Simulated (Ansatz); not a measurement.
# C₂H₄O₂S: up Jacob's ladder to CCSD(T)

An exercise on one series of results from a longer session: the logs are not shown, and one member is left open.

Program: Ansatz 0.2.0, Gaussian basis. Level of theory: functionals in def2-TZVPP, the program's frozen cores in correlated methods. These are calculated values, not measurements.

Plan: LDA (SPW92), PBE-D4, revPBE-D4, BLYP-D4, r2SCAN-D4, B97M-V, PBE0-D4, B3LYP-D4, r2SCANh-D4, r2SCAN0-D4, HSE06-D4, BHLYP-D4, CAM-B3LYP-D4, LC-ωPBE, ωB97X-V, ωB97M-V, B2PLYP, PBE-QIDH; CCSD(T)/def2-SVP; CCSD(T)/def2-TZVPP; MP2/def2-QZVPP; extrapolation to the limit; RPA on PBE.

## The geometry

All runs share one geometry, relaxed beforehand with PBE0-D4 in a triple-zeta def2 set.

SMILES `SC1OCO1`, 9 atoms, charge 0, spin multiplicity 1.

Atoms are counted from 1 here; the program's logs count them from 0.

Bond lengths: S1–C2 1.807 Å, S1–H6 1.342 Å, C2–O3 1.410 Å, C2–O5 1.416 Å, C2–H7 1.096 Å, O3–C4 1.420 Å, C4–O5 1.416 Å, C4–H8 1.097 Å, C4–H9 1.096 Å. Angles: C2–S1–H6 95.4°, S1–C2–O3 111.7°, S1–C2–O5 116.5°, S1–C2–H7 108.8°, O3–C2–O5 92.9°, O3–C2–H7 114.0°, O5–C2–H7 112.4°, C2–O3–C4 87.3°, O3–C4–O5 92.5°, O3–C4–H8 112.7°, O3–C4–H9 113.0°, O5–C4–H8 112.8°, O5–C4–H9 113.5°, H8–C4–H9 111.3°, C2–O5–C4 87.2°.

The first run:

The input, in.yaml:

```yaml
crystal:
  periodic: [false, false, false]
  atoms:
    - {symbol: S, position_ang: [-1.286342, 1.665330, 0.057970]}
    - {symbol: C, position_ang: [-0.574030, 0.005297, 0.111800]}
    - {symbol: O, position_ang: [0.071717, -0.325494, -1.097234]}
    - {symbol: C, position_ang: [1.252548, -0.523806, -0.333994]}
    - {symbol: O, position_ang: [0.610907, -0.148374, 0.871055]}
    - {symbol: H, position_ang: [-2.281828, 1.404265, 0.918701]}
    - {symbol: H, position_ang: [-1.354383, -0.704259, 0.408053]}
    - {symbol: H, position_ang: [1.582681, -1.569502, -0.330810]}
    - {symbol: H, position_ang: [2.067229, 0.150241, -0.622741]}
basis:
  gaussian: {orbitals: def2-TZVPP}
hamiltonian: {xc: lda}
output: {orbitals: {seedname: orbitals}}
```

Started as:

```bash
$ ansatz run in.yaml --threads 2 --pin off --events-out ev --progress --plain --max-ram 4352MiB
```

Among the steps run: LDA; PBE-D4 (GGA); revPBE-D4 (GGA); BLYP-D4 (GGA); r2SCAN-D4 (meta-GGA); B97M-V (meta-GGA); PBE0-D4 (hybrid); B3LYP-D4 (hybrid); r2SCANh-D4 (hybrid); r2SCAN0-D4 (hybrid); HSE06-D4 (hybrid); BHLYP-D4 (hybrid); CAM-B3LYP-D4 (range-separated); LC-ωPBE (range-separated); ωB97X-V (range-separated); ωB97M-V (range-separated); B2PLYP (double hybrid); PBE-QIDH (double hybrid).

One table of the session follows, with a row left open; its other results are not shown here.

It belongs to the step «Orbital energies across the functionals». 

| functional | HOMO (eV) | gap (eV) |
| --- | --- | --- |
| LDA (SPW92) | -6.23 | 5.15 |
| PBE-D4 | -6.13 | 5.23 |
| revPBE-D4 | -6.09 | 5.27 |
| BLYP-D4 | -6.05 | 5.22 |
| r2SCAN-D4 | -6.43 | 5.86 |
| B97M-V | -6.56 | 5.87 |
| PBE0-D4 | -7.48 | 7.56 |
| B3LYP-D4 | -7.24 | 7.02 |
| r2SCANh-D4 | ? | ? |
| r2SCAN0-D4 | -7.67 | 7.96 |
| HSE06-D4 | -7.08 | 6.77 |
| BHLYP-D4 | -8.62 | 9.59 |
| CAM-B3LYP-D4 | -8.86 | 9.94 |
| LC-ωPBE | -10.26 | 12.64 |
| ωB97X-V | -9.90 | 12.10 |
| ωB97M-V | -9.74 | 11.67 |

Estimate the missing values for r2SCANh-D4.

Worked estimate for «HOMO (eV)». Against the share of exact exchange, r2SCAN-D4 (0, -6.43), r2SCAN0-D4 (0.25, -7.67) give a slope of -4.96 per unit share; at 0.1 the line stands at -6.93.

As computed: HOMO (eV): -6.95; gap (eV): 6.74. In «HOMO (eV)» the line misses by +0.02.
